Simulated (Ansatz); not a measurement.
**SiH3F (SiFH3): the energy, rung by rung**

SiH3F has 5 atoms, charge 0, and is taken as a singlet. SMILES: `[H][Si]([H])([H])F`. The shape is that of a GFN2-xTB optimisation.

```xyz
5

Si   -0.0007    0.0012   -0.0936
F     0.0109   -0.0191    1.5120
H     1.4003    0.0110   -0.4822
H    -0.7093    1.2189   -0.4534
H    -0.7012   -1.2120   -0.4828
```

Quantity: the energy change with the Si1–H5 bond stretched from 1.454 to 1.818 Å, in eV. The values are calculated.

```tsv
level	kind	program	value (eV)	less FCI/STO-3G
HF/STO-3G (restricted)	Hartree–Fock	Ansatz	1.47	+0.42
revPBE/STO-3G (restricted)	GGA	Ansatz	0.88	-0.17
PBE0/STO-3G (restricted)	global hybrid	Ansatz	1.09	+0.04
CAM-B3LYP/STO-3G (restricted)	range-separated hybrid	Ansatz	1.14	+0.09
HSE06/STO-3G (restricted)	range-separated hybrid	Ansatz	1.09	+0.04
B2PLYP/STO-3G (restricted)	double hybrid	Ansatz	1.14	+0.09
RPA@PBE/STO-3G (restricted)	RPA	Ansatz	0.99	-0.06
CCSDT/STO-3G (restricted)	coupled cluster or CI	Ansatz	1.05	0.00
FCI/STO-3G	exact in the basis	Ansatz	1.05	0.00
```

FCI/STO-3G is exact within its basis and frozen core, so for wave-function methods in that basis the difference is their error; functionals converge differently with the basis, so for them it is only a difference. The first shape isn't each level's own minimum. The values span 0.88 to 1.47 eV. All rows use very small basis sets, so even the best lies far from the true value.
